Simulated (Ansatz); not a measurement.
A run for Ansatz (a program for electronic structure): R-r2SCAN/def2-TZVPPD on HCl (SMILES Cl). Files ending in .json are basis or fitting sets from the Basis Set Exchange.

Ansatz 0.2 input:
```yaml
crystal:
  periodic: [false, false, false]
  atoms:
    - {symbol: Cl, position_ang: [2.13960800, 0.03729800, -0.00013800]}
    - {symbol: H, position_ang: [0.97700200, -0.51405400, 0.00007200]}
basis:
  gaussian:
    orbitals: def2-TZVPPD.json
hamiltonian:
  xc: {name: r2SCAN}
scf: {lower_state_search: off}
```

Output:

```
WARN ansatz: RAYON_NUM_THREADS=1 ignored (pool sized by the plan → 1); use --threads N
Functional definition: r2SCAN
these checks for a lower state are left out or cut short: stability, starts, cluster_reference, orbital_swaps, neighbouring_geometries, increment
integrals: 0.01 GiB planned
383 factors; their error is unknown
mean field: 0.12 GiB planned
mean field evaluation 1: about -12538.4014 eV, gradient 1.0e1 eV
mean field evaluation 2: about -12538.4538 eV, gradient 1.1e1 eV
mean field evaluation 4: about -12538.6573 eV, gradient 3.3e-1 eV
mean field evaluation 8: about -12538.6499 eV, gradient 1.7e-3 eV
mean field -12538.64993896 eV, -460.7868862547 hartree, gradient 4.6e-6 eV, S^2 0.000000; 0 other end points of the search recorded, 0 dependent functions left out
reference -12538.64995595 eV, -460.7868868790 hartree; 9, 9 occupied and 59, 59 virtual orbitals, 383 factors
Total energy: -12538.64995595 eV, -460.7868868790 hartree
Checks for a lower state left out: stability, starts, cluster_reference, orbital_swaps, neighbouring_geometries, increment
```

Self-consistency was reached.

Cost: roughly 0.5 core-seconds.
